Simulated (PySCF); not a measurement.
Structure with atom numbers: `[CH2:1]=[C:2]1[CH:3]=[CH:4]1`. Hydrogens are named by the atom that carries them.

GIAO PBE0/pcSseg-1 shifts (PySCF, gas phase, non-relativistic, equivalent atoms averaged), each against references optimised in the same way as the molecule (TMS).

On the GFN2-xTB geometry: C3/C4 144.0, C2 122.5, C1 65.3, H(C3)/H(C4) 8.23, H(C1) 4.05 ppm.

What changes on the PBE0-D3(BJ)/def2-SVP geometry?

Results:


```json
{"atoms": "C3/C4", "δ (ppm)": "142.4", "change": "-1.6"}
{"atoms": "C2", "δ (ppm)": "123.3", "change": "+0.8"}
{"atoms": "C1", "δ (ppm)": "65.1", "change": "-0.2"}
{"atoms": "H(C3)/H(C4)", "δ (ppm)": "8.14", "change": "-0.09"}
{"atoms": "H(C1)", "δ (ppm)": "3.97", "change": "-0.08"}
```

Bonds between heavy atoms that differ most (equivalent bonds averaged): C1–C2 1.309 → 1.331 Å, C2–C3 1.450 → 1.439 Å, C3–C4 1.324 → 1.322 Å. Mean change of bonds to hydrogen: C–H +0.020 Å.
